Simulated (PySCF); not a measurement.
## Reproducing measurements on C4H8

**What was measured.**

NIST CCCBDB Release 22 (SRD 101), experimental dipoles lists, for the gas: dipole moment 0.503 ± 0.009 D.

Chong, Molecules 2021, 26, 1947 (electron spectra of vapor-phase indole and four azaindoles) lists, for the gas: C 1s binding energy of C1 289.83 eV; C 1s binding energy of C2 290.65 eV; C 1s binding energy of C3/C4 290.69 eV.

How close the calculation comes is told at the end.

Species: C₄H₈.
Numbering: `[CH2:1]=[C:2]([CH3:3])[CH3:4]` (hydrogens: H5, H6 on C1; H7, H8, H9 on C3; H10, H11, H12 on C4)

Structure used (PBE0-D3(BJ)/def2-SVP), in Å, numbered top down from 1:
```
atom  x, y, z in Å
C1     1.353   -0.345    0.707
C2     0.196   -0.053    0.102
C3    -1.067   -0.811    0.388
C4     0.078    1.051   -0.907
H5     2.267    0.216    0.490
H6     1.426   -1.154    1.439
H7    -1.853   -0.135    0.765
H8    -0.911   -1.606    1.130
H9    -1.467   -1.270   -0.532
H10    1.032    1.572   -1.061
H11   -0.264    0.658   -1.880
H12   -0.675    1.793   -0.590
```

The PySCF runs (gas phase, on this PBE0-D3(BJ)/def2-SVP geometry; non-relativistic but for the core-level run):

| level | job | basis functions | wall time |
| --- | --- | --- | --- |
| PBE0-D3(BJ)/def2-SVP, grid level 1 | geometry optimisation from an MMFF94s start shaken at random | 96 | 27 s |
| HF/pcSseg-2 | shieldings | 256 | 12 s |
| PBE0/pcSseg-1 | shieldings, charges and field gradients, density and orbital grids written | 108 | 9.4 s |
| B3LYP/pcJ-1 | spin–spin couplings from 12 perturbed nuclei, spin–dipole term left out | 188 | 14 s |
| delta-SCF UKS SCAN, pcX-2 on the ionised atom, pcseg-1 elsewhere, spin-free X2C | ΔSCF core ionisation, 3 holes | 127 | 19 s |

Hardware: one thread of an Arm Neoverse V1, no GPU (shared host).

Results beside the measurements:

**Dipole moment.** Measured: 0.503 D (NIST CCCBDB Release 22 (SRD 101), experimental dipoles).

```csv
level,computed (D),computed − measured (D),% (from the printed values)
PBE0-D3(BJ)/def2-SVP,0.596,+0.093,+18
HF/pcSseg-2,0.588,+0.085,+17
PBE0/pcSseg-1,0.584,+0.081,+16
B3LYP/pcJ-1,0.551,+0.048,+10
```

Closest is B3LYP/pcJ-1 (+0.048 D), furthest PBE0-D3(BJ)/def2-SVP (+0.093 D); one molecule doesn't rank methods. All 4 levels lie above the measurement. The computed dipoles belong to one fixed geometry; measured ones are averaged over vibrations unless marked μe. Magnitudes are compared, not signs.

**Core binding energies.** Delta-SCF UKS SCAN, pcX-2 on the ionised atom, pcseg-1 elsewhere, spin-free X2C in PySCF 2.14.0.

```tsv
level and atom	computed (eV)	measured (eV)	computed − measured (eV)
C 1s, C1	289.73	289.83	-0.10
C 1s, C2	290.57	290.65	-0.08
C 1s, C3/C4	290.72	290.69	+0.03
```

Sources, in the order of the opening: Chong, Molecules 2021, 26, 1947 (electron spectra of vapor-phase indole and four azaindoles). Against the first value of each row the mean signed difference is -0.05 eV and the largest in size -0.10 eV. The computed values are vertical, without vibrational structure; measured positions hang on the energy calibration. Atoms equivalent by their bonding share one computed value, that of the first of them. Spin contamination (⟨S²⟩ against 0.75 for a pure doublet) is marked for C 1s of C2 (0.87), which makes this value less certain.

No measured geometry was used, and the causes of the misses weren't examined.
